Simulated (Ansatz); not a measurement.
C4H6F2 can be A, `CC/C(F)=C\F`, or B, `C/C(F)=C/CF`.

Calculated with Ansatz (gas phase, PBE0-D4/def2-TZVP geometries, no zero-point term in ΔE). CCSD(T)/CBS is the MP2 limit (def2-TZVPP, def2-QZVPP) plus CCSD(T) − MP2 in def2-TZVPP, frozen cores. Double bonds are as drawn, so ΔE can hold a change between cis and trans. Functionals use def2-TZVPP. B3LYP here is the variant with VWN-RPA as its local correlation; programs differ in this. One conformer a species, not always the lowest.

A:

```xyz
12

C     1.0136   -1.1984    0.4334
C     0.4397   -0.2096   -0.5764
C    -0.3090    0.8944    0.0647
F     0.4329    1.6805    0.8682
C    -1.5934    1.1920   -0.0465
F    -2.4058    0.4613   -0.8215
H     1.5878   -1.9744   -0.0761
H     0.2162   -1.6817    1.0014
H     1.6768   -0.6964    1.1397
H     1.2508    0.2281   -1.1697
H    -0.2318   -0.7143   -1.2733
H    -2.0777    2.0185    0.4560
```

B:

```xyz
12

C     1.638   -0.769   -0.763
C     0.247   -0.461   -0.366
F    -0.625   -1.366   -0.849
C    -0.191    0.555    0.364
C    -1.612    0.788    0.718
F    -1.769    0.773    2.100
H     2.326   -0.030   -0.355
H     1.922   -1.760   -0.398
H     1.730   -0.781   -1.852
H     0.544    1.260    0.732
H    -2.260    0.019    0.296
H    -1.949    1.771    0.374
```

Q: Which isomer does CCSD(T)/CBS put lower? Give the gap. (Estimate.)

A: Computed: B, by 22.5 kJ/mol.

Q: Give E(B) − E(A) in kJ/mol with B3LYP, PBE0-D4, ωB97M-V, MP2/def2-TZVPP, CCSD(T)/def2-SVP, HF/def2-TZVPP, CCSD/def2-TZVPP. (Estimate.)

A: Computed: B3LYP -23.5, PBE0-D4 -20.8, ωB97M-V -20.9, MP2/def2-TZVPP -23.2, CCSD(T)/def2-SVP -14.4, HF/def2-TZVPP -27.4, CCSD/def2-TZVPP -22.0. None reverses the order clearly.

Q: Does the order hold for the free energy at 298.15 K (harmonic terms from PBE0-D4)? (Estimate.)

A: The calculation gave: Yes: G(B) − G(A) = -22.8 kJ/mol, for one conformer each.

Largest T1 diagnostic: 0.011.

Leaving LDA and LC-ωPBE aside and taking each functional with its dispersion term where it has one, the values, not all of them listed here, spread over 4.3 kJ/mol, from BHLYP-D4 to PBE-D4. At CCSD(T), def2-SVP lies +8.1 kJ/mol from the extrapolated value and def2-TZVPP +1.1 kJ/mol.
